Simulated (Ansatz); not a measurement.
For 1T (CdI2-type) TiS2, PBEsol (Ansatz, a first-principles code, PAW) gives:

| Quantity | Value |
|---|---|
| lattice parameter a | 3.352 Å |
| lattice parameter c | 5.637 Å |

Question: What does PBE0-D4 (PAW; Ansatz) give for the same quantities?

Answer: 
- lattice constant a: 3.378 Å (goes up by 0.8 %)
- lattice parameter c: 5.681 Å (increases by 0.8 %)

For comparison: lattice constant a 3.407 Å (measured, temperature not stated, not corrected to a static lattice; as tabulated in Chianelli et al. (1975), doi:10.1016/0025-5408(75)90100-2); lattice parameter c 5.695 Å (measured, temperature not stated, not corrected to a static lattice; as tabulated in Chianelli et al. (1975), doi:10.1016/0025-5408(75)90100-2).

Changes are worked out from the printed values.

Unless a cell is named, each level is at its own relaxed cell (PBEsol 18.28, PBE0-D4 18.72 Å³/atom).

Caveats: exact exchange on metals is sensitive to the k mesh and can open a false gap (PBE0-D4); the cell comes from a level without a dispersion term, which matters for the spacing of layers, chains or molecules (PBEsol). Ansatz's density-functional and Hartree–Fock values are scalar-relativistic unless marked +SOC, with PAW data made under PBE.
